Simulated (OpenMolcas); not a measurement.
# AlF2 (SMILES [F][Al][F]) at URGE2/ANO-S-MB (Cholesky decomposition, population LoProp)

What is the energy difference between two shapes of AlF2 at URGE2/ANO-S-MB (Cholesky decomposition, population LoProp)? 

The calculation is run with OpenMolcas 26.06.

8 further runs of the same task are left out: 2 that didn't finish, 6 set aside as unsound or not needed.

**1. The system as given**

The species is AlF2 (3 atoms), meant as a doublet with charge 0. SMILES: `[F][Al][F]`. The shape is that of a PBE0-D4/def2-TZVP optimisation.

Bond lengths: F1–Al2 1.647 Å, Al2–F3 1.647 Å. Angles: F1–Al2–F3 119.7°.

**2. The charge distribution at URGE2/ANO-S-MB (Cholesky decomposition, population LoProp)**

struct.xyz reads:

```xyz
3

F      0.533000    -1.361200     0.136400
Al     0.388700     0.275400     0.245200
F     -0.932500     1.021000    -0.394800
```

job.inp reads:

```
&GATEWAY
 COORD=struct.xyz
 BASIS=ANO-S-MB
 GROUP=NoSym

&SEWARD
 LOW

&SCF
 UHF
 SPIN=2
 KSDFT=RGE2
 PRORBITALS=1 1

&LOPROP
 NOFIELD
```

On the command line:

```
$ export MOLCAS_MEM=1860
$ pymolcas job.inp > job.log
```

What it wrote:

```text
--- Start Module: gateway ---
[...]
--- Stop Module: gateway /rc=_RC_ALL_IS_WELL_ ---
[...]
      Basis functions           19
[...]
--- Start Module: scf ---
[...]
       Convergence after  11 Iterations
[...]
::    Total KS-DFT energy                            -440.9178548182
[...]
      Total spin, S                                     0.5004050047
[...]
      Total electronic charge=   31.000000
      Total            charge=   -0.000000
[...]
      Dipole Moment (debye):
      Origin of the operator (angstrom)=    0.0446    0.0149    0.0263
                   X=  1.0619E+00               Y=  8.0393E-01               Z=  6.7562E-01           Total=  1.4934E+00
      Quadrupole Moment (debye*angstrom):
[...]
--- Stop Module: scf /rc=_RC_ALL_IS_WELL_ ---
[...]
--- Start Module: loprop ---
[...]
--- Stop Module: loprop /rc=_RC_ALL_IS_WELL_ ---
[...]
```

Run time: 2.6 s. Hardware: 1 thread of Arm Neoverse V2, shared host.

Atomic charges (e):

| atom | Mulliken | program's own |
| --- | --- | --- |
| F1 | -0.530 | -0.390 |
| Al2 | +1.059 | +0.780 |
| F3 | -0.530 | -0.390 |

**3. The distorted shape**

struct.xyz reads:

```xyz
3

F      0.519638    -1.355842     0.177273
Al     0.434586     0.233274     0.225820
F     -0.983659     1.087216    -0.436898
```

job.inp reads:

```
&gateway
  coord = struct.xyz
  basis = ANO-S-MB
  group = NoSym

&seward
  low

&scf
  uhf
  spin = 2
  ksdft = RGE2
  prorbitals = 1 1

&loprop
  nofield
```

On the command line:

```
$ export MOLCAS_MEM=1860
$ pymolcas job.inp > job.log
```

What it wrote:

```text
--- Start Module: gateway ---
[...]
--- Stop Module: gateway /rc=_RC_ALL_IS_WELL_ ---
[...]
      Basis functions           19
[...]
--- Start Module: scf ---
[...]
       Convergence after  12 Iterations
[...]
::    Total KS-DFT energy                            -440.9192041923
[...]
      Total spin, S                                     0.5004648362
[...]
      Total electronic charge=   31.000000
      Total            charge=   -0.000000
[...]
      Dipole Moment (debye):
      Origin of the operator (angstrom)=    0.0448    0.0183    0.0179
                   X=  1.3479E+00               Y=  4.4451E-01               Z=  7.0197E-01           Total=  1.5834E+00
      Quadrupole Moment (debye*angstrom):
[...]
--- Stop Module: scf /rc=_RC_ALL_IS_WELL_ ---
[...]
--- Start Module: loprop ---
[...]
--- Stop Module: loprop /rc=_RC_ALL_IS_WELL_ ---
[...]
```

Run time: 2.6 s. Hardware: 1 thread of Arm Neoverse V2, shared host.

Atomic charges (e):

| atom | Mulliken | program's own |
| --- | --- | --- |
| F1 | -0.544 | -0.391 |
| Al2 | +1.036 | +0.771 |
| F3 | -0.492 | -0.380 |

**4. Outcome**

Level: URGE2/ANO-S-MB (Cholesky decomposition, population LoProp).

```
                                           quantity          value
                          first shape: total energy  -440.91785 Eh
                         first shape: dipole moment         1.49 D
    first shape: HOMO energy (highest over α and β)       -5.81 eV
     first shape: LUMO energy (lowest over α and β)       -4.52 eV
                                  first shape: ⟨S²⟩          0.751
                      distorted shape: total energy  -440.91920 Eh
                     distorted shape: dipole moment         1.58 D
distorted shape: HOMO energy (highest over α and β)       -5.89 eV
 distorted shape: LUMO energy (lowest over α and β)       -4.63 eV
                              distorted shape: ⟨S²⟩          0.751
             energy change with the atoms displaced      -0.037 eV
```

With the atoms displaced the energy falls by 0.04 eV (3.5 kJ/mol). The first shape isn't relaxed at this level, so the change isn't measured from a minimum. The minimal basis adds a large error of its own.
